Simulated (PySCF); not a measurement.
tetrafluoromethane (CF₄), SMILES FC(F)(F)F. Atoms are numbered in the order given.

```xyz
5

F      0.7639    -0.7639     0.7639
C      0.0000     0.0000     0.0000
F     -0.7639    -0.7639    -0.7639
F     -0.7639     0.7639     0.7639
F      0.7639     0.7639    -0.7639
```
Charge 0, spin multiplicity 1.

The structure is a stationary point at B3LYP-D3(BJ)/def2-SVP.

The numbers are results of CAM-B3LYP/def2-TZVPD in PySCF, not measurements.

Gas-phase values at a fixed geometry.

```yaml
total_energy: -437.59133 hartree
point_group: Td
highest_occupied_level: -14.30 eV
lowest_empty_level: 0.80 eV
orbital_gap: 15.10 eV
dipole_moment: 0.00 D
quadrupole, principal values (traceless, Buckingham form, about the centre of nuclear charge): 0.00, 0.00, 0.00 D·Å
mean_static_polarisability: 19.4 bohr³ (2.88 Å³)
polarisability_principal_values: 19.4, 19.4, 19.4 bohr³
```
